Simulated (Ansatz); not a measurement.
Species: CH₂, charge 0, triplet. CH2 (SMILES [CH2], triplet).
B3LYP-D3(BJ)/def2-TZVP minimum from Ansatz (a first-principles code):
```xyz
3

C      0.0094     0.0032     0.1026
H     -0.0192     0.9863    -0.3393
H     -0.0373    -1.0052    -0.2764
```
Charge 0, spin multiplicity 3.

Hartree-Fock and CCSD correlation energies in hartree (Ansatz). UHF or UKS for unpaired electrons; spin-orbit terms are left out. Correlated methods leave the cores frozen. No relativity.

| basis | X | E(HF) | E(corr, CCSD) |
|---|---|---|---|
| cc-pVTZ | 3 | -38.93759 | -0.13684 |
| cc-pVQZ | 4 | -38.94007 | -0.14338 |
| cc-pV5Z | 5 | -38.94069 | withheld |

Task: Fit E(corr) = E∞ + A/X³ to X = 3 and 4, predict X = 5, and compare with the run.

Result: A = (-0.13684 - (-0.14338))/(1/27 - 1/64) = 0.3054; E∞ = -0.14338 - A/64 = -0.14815; at X = 5, E∞ + A/125 = -0.14571. The run gave -0.14535, 0.36 mEh above the prediction. The same form on X = 4 and 5 gives E∞ = -0.14742, 0.74 mEh above the first estimate.
